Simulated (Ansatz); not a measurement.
Start from `COC(F)F` and change one atom or group to get `C=NC(F)OC`.

Ansatz, PBE0-D4/def2-TZVP geometries, multiplicity 1. Each molecule was computed in one conformer, which needn't be the lowest.

```json
{"property": "size of the dipole moment (PBE/def2-TZVPP) / D", "`COC(F)F`": "2.66"}
{"property": "HOMO energy (B3LYP/def2-TZVPP) / eV", "`COC(F)F`": "-8.70"}
{"property": "HOMO energy (PBE0/def2-TZVPP) / eV", "`COC(F)F`": "-8.93"}
{"property": "LUMO energy (ωB97M-V/def2-TZVPP) / eV", "`COC(F)F`": "2.83"}
{"property": "LUMO energy (PBE/def2-TZVPP) / eV", "`COC(F)F`": "0.57"}
{"property": "HOMO–LUMO gap (ωB97M-V/def2-TZVPP) / eV", "`COC(F)F`": "14.20"}
```

**Question.** Give the same properties after the change, and the shifts. (Estimate.)

**Answer.** Computed: 
```
                                      property  `C=NC(F)OC`  shift
size of the dipole moment (PBE/def2-TZVPP) / D         1.39  -1.27
           HOMO energy (B3LYP/def2-TZVPP) / eV        -7.60   1.10
            HOMO energy (PBE0/def2-TZVPP) / eV        -7.81   1.12
         LUMO energy (ωB97M-V/def2-TZVPP) / eV         1.40  -1.43
             LUMO energy (PBE/def2-TZVPP) / eV        -1.95  -2.52
       HOMO–LUMO gap (ωB97M-V/def2-TZVPP) / eV        11.60  -2.60
```

With PBE0 the HOMO rises by 1.12 eV and the LUMO falls by 2.19 eV, so the gap narrows by about 3.31 eV. PBE moves the HOMO by 0.96 eV and ωB97M-V by 1.18 eV. Dipoles are sizes alone; their direction can turn.

B3LYP here is the variant with VWN-RPA as its local correlation; programs differ in this.
